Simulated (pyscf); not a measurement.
`[AsH]=[InH]` + `[H][H]` → `[AsH2][InH2]`, an addition across a multiple bond or ene-type step (singlet surface; H–H broken, As–H, H–In formed). Structures and frequencies: ωB97X-D3(BJ)/def2-SVP in PySCF. Energies in kJ/mol from the separated reactants.

Small-basis levels: PySCF, no dispersion term, spherical d functions. AM1 to PM7: differences of heats of formation from MOPAC, which are fitted to 298 K values and so differ in kind from electronic energies by zero-point and thermal terms. 

```csv
level,barrier,reaction energy
MP2/6-31G*+LANL2DZ,[?],-73.6
SVWN5/6-31G*+LANL2DZ,82.4,-99.0
BP86/6-31G*+LANL2DZ,120.6,-80.1
B3LYP/LANL2DZ,135.2,-93.3
B3LYP/6-311+G**+LANL2DZ,[?],-98.3
PBE/def2-SVP,104.9,-78.0
AM1,123.7,-103.5
PM3,156.3,-39.0
PM7,244.1,-58.2
ωB97M-D3(BJ)/def2-TZVP,[?],-91.9
```

### Question
Complete the blanks.

### Answer

- MP2/6-31G*+LANL2DZ, barrier: 181.6
- B3LYP/6-311+G**+LANL2DZ, barrier: 126.2
- ωB97M-D3(BJ)/def2-TZVP, barrier: 136.5

Against the last row the barrier runs from -54.1 (SVWN5/6-31G*+LANL2DZ) to +107.6 kJ/mol (PM7). ωB97M-D3(BJ)/def2-TZVP has limits of its own. At the saddle there is also a short H–In contact that neither side keeps. HAs=InH lies 93.8 kJ/mol over its isomer H₂As–In [singlet] (electronic energy, ωB97M-D3(BJ)/def2-TZVP). One saddle was located; it need not be the lowest between these sides. In the def2 sets elements up to Kr have no core potential. In the def2 sets elements past Kr carry core potentials, without spin-orbit coupling.
